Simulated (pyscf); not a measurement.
Structures and frequencies: ωB97X-D3(BJ)/def2-SVP in PySCF.

Problem. For the elementary gas-phase step HO–GeH₃ + H atom (H•) → •O–GeH₃ + hydrogen (H₂) (doublet surface; H–O broken, H–H formed), what barrier and reaction energy does ωB97M-D3(BJ)/def2-TZVP give, measured from the separated reactants?

Solution. ΔE‡ = 16.7 kcal/mol, ΔE = +12.1 kcal/mol. Zero-point energy shifts the barrier by -1.1 kcal/mol. It is a hydrogen abstraction, with an imaginary mode of 1016i cm⁻¹. The same reactants have a lower exit, to HO–GeH₂• + H₂ (barrier +3.0 kcal/mol at ωB97M-D3(BJ)/def2-TZVP, against +16.7 kcal/mol here). •O–GeH₃ lies 33.1 kcal/mol over its isomer HO–GeH₂• (electronic energy, ωB97M-D3(BJ)/def2-TZVP). This is the saddle that the search found; another between the same sides may lie lower. The angle at the transferred H is 159°. Elements up to Kr have no core potential and no relativistic terms here.
